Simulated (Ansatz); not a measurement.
The input, for Ansatz 0.2.0:

```yaml
crystal:
  periodic: [false, false, false]
  atoms:
    - {symbol: Ge, position_ang: [0.000000, 0.013397, 0.343250]}
    - {symbol: O, position_ang: [0.000000, -0.107250, -1.438746]}
    - {symbol: H, position_ang: [0.000000, 0.736912, -1.899543]}
basis:
  gaussian: {orbitals: cc-pVDZ}
total_charge: 1
magnetization: {spin_polarized: false}
correlation: {method: bccd_t, electrons: outside_noble_gas}
```

```sh
$ ansatz run in.yaml --threads 1 --pin off --events-out ev --progress --plain --max-ram 2816MiB --backend cpu
```

Output:

```
500 factors; integrals over basis functions are off by at most 1.4e-3 eV
mean field evaluation 1: about -58508.3944 eV, gradient 7.2e1 eV
mean field evaluation 2: about -58508.3963 eV, gradient 7.2e1 eV
mean field evaluation 4: about -58518.6178 eV, gradient 6.0e0 eV
mean field evaluation 8: about -58518.7526 eV, gradient 1.6e-1 eV
mean field evaluation 16: about -58518.7358 eV, gradient 1.2e0 eV
mean field evaluation 32: about -58506.9807 eV, gradient 1.7e0 eV
mean field -58518.75293880 eV, -2150.5245050657 hartree, gradient 3.0e-6 eV, S^2 0.000000; 1 other end points of the search recorded, 0 dependent functions left out
15 core orbitals not correlated: weight in the atoms' cores, before any rotation towards them, 0.995 or more for the frozen orbitals, at most 0.005 for the correlated occupied ones
reference -58518.75293880 eV, -2150.5245050657 hartree; 5, 5 occupied and 26, 26 virtual orbitals, 500 factors
second order -6.88542059 eV of doubles, -0.00000000 eV of singles
cycle   1  -6.86012475 eV  change    2.5e-2 eV  update   1.1e-1
cycle   2  -7.12166482 eV  change   -2.6e-1 eV  update   4.8e-2
cycle   3  -7.22730586 eV  change   -1.1e-1 eV  update   2.8e-2
cycle   4  -7.21364472 eV  change    1.4e-2 eV  update   9.1e-3
cycle   5  -7.20403386 eV  change    9.6e-3 eV  update   3.9e-3
cycle   6  -7.20405639 eV  change   -2.3e-5 eV  update   1.4e-3
cycle   7  -7.20350192 eV  change    5.5e-4 eV  update   3.9e-4
cycle   8  -7.20318038 eV  change    3.2e-4 eV  update   1.3e-4
cycle   9  -7.20326196 eV  change   -8.2e-5 eV  update   6.0e-5
cycle  10  -7.20326739 eV  change   -5.4e-6 eV  update   2.8e-5
cycle  11  -7.20327895 eV  change   -1.2e-5 eV  update   1.4e-5
cycle  12  -7.20328812 eV  change   -9.2e-6 eV  update   4.1e-6
perturbative correction -0.27248769 eV, -0.0100137380 hartree
Total energy: -58526.22871462 eV, -2150.7992347595 hartree
```

For the same geometry and basis RCCSDTQ lies 37.0 meV lower.

Ran on 1 thread of AMD EPYC 7R13, shared host: 0.7 s wall, 0.18 GiB peak host memory.
